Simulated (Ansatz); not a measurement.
## Basis or method: atomization of H2Si–AsH2

H2Si–AsH2, doublet; coordinates (Å): Si -0.125 0.000 1.682; As 0.058 0.000 -0.667; H 0.562 -1.210 2.223; H 0.562 1.210 2.223; H -0.973 -1.104 -0.851; H -0.973 1.104 -0.851. Quantity: atomization.

Ansatz 0.2.0, basis cc-pVDZ or cc-pVTZ; geometries are PBE0/def2-TZVP minima. Wave-function levels freeze the cores with the filled d shells of p-block atoms; HF, MP2 and coupled cluster are restricted for singlets and unrestricted otherwise, atoms included, restricted open-shell where a d shell is frozen, Kohn–Sham unrestricted where that lies lower. The reference is CCSDT(Q) (coupled cluster only where its series has nearly closed). Semilocal and hybrid functionals correlate all electrons outside any core potential and usually lie nearer their basis limit than the reference, so part of their error here is the reference's basis and frozen-core error; RPA and the MP2 part of double hybrids freeze the same cores as the reference. None of these values is a measured one. Energies are electronic, without zero-point terms. No spin–orbit coupling and no scalar relativity. The species are chosen: bound, without strong static correlation by their natural occupations or amplitudes, in their lowest spin state as far as vertical gaps and like structures tell, and with a ladder that closes on the reference, so errors are smaller than for species at large; levels whose determinant breaks symmetry or spin markedly are left out.

| level | cc-pVDZ (kJ/mol) | cc-pVTZ (kJ/mol) |
| --- | --- | --- |
| reference | 1292.5 (CCSDT(Q)) | 1382.7 (CCSDT(Q)) |
| CCSD | 1277.0 | 1365.7 |
| CCSD(T) | 1290.3 | 1381.3 |
| PBE | 1410.3 | 1427.7 |
| PBE0 | 1397.4 | 1415.8 |
| B3LYP | 1414.2 | 1436.6 |
| B2PLYP | 1368.3 | 1411.1 |
| RPA-PBE | 1289.3 | 1354.0 |

From cc-pVDZ to cc-pVTZ the reference moves by 90.2 kJ/mol and PBE by 17.4; the step from CCSD(T) to the reference is 2.2 in the first and 1.3 in the last.
